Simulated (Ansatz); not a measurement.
in.yaml

```yaml
crystal:
  periodic: [false, false, false]
  atoms:
    - {symbol: Zr, position_ang: [0.000000, 0.000000, -1.509417]}
    - {symbol: N, position_ang: [0.000000, 0.000000, 0.248939]}
    - {symbol: H, position_ang: [0.000000, 0.000000, 1.260478]}
basis:
  gaussian: {orbitals: def2-SVP}
magnetization: {spin_polarized: true, initial_magnetization: 2}
hamiltonian: {xc: {name: BHLYP}}
```

```sh
$ ansatz run in.yaml --threads 1 --pin off --events-out ev --progress --plain --max-ram 4096MiB --backend cpu
```

Q: Roughly how long does this take on 1 thread of AMD EPYC 7R13, shared host, and how much host memory?

A: 1.8 s wall and 0.16 GiB.

```
525 factors; integrals over basis functions are off by at most 8.8e-4 eV
mean field evaluation 1: about -2769.8291 eV, gradient 4.7e1 eV
mean field evaluation 2: about -2705.2962 eV, gradient 1.1e2 eV
mean field evaluation 4: about -2779.3758 eV, gradient 3.3e0 eV
mean field evaluation 8: about -2779.4622 eV, gradient 1.8e-1 eV
mean field evaluation 16: about -2779.4639 eV, gradient 2.4e-4 eV
mean field -2779.46393244 eV, -102.1434155287 hartree, gradient 3.6e-5 eV, S^2 2.007662; 1 other end points of the search recorded, 0 dependent functions left out
reference -2779.46406185 eV, -102.1434202846 hartree; 11, 9 occupied and 39, 41 virtual orbitals, 525 factors
Total energy: -2779.46406185 eV, -102.1434202846 hartree
```
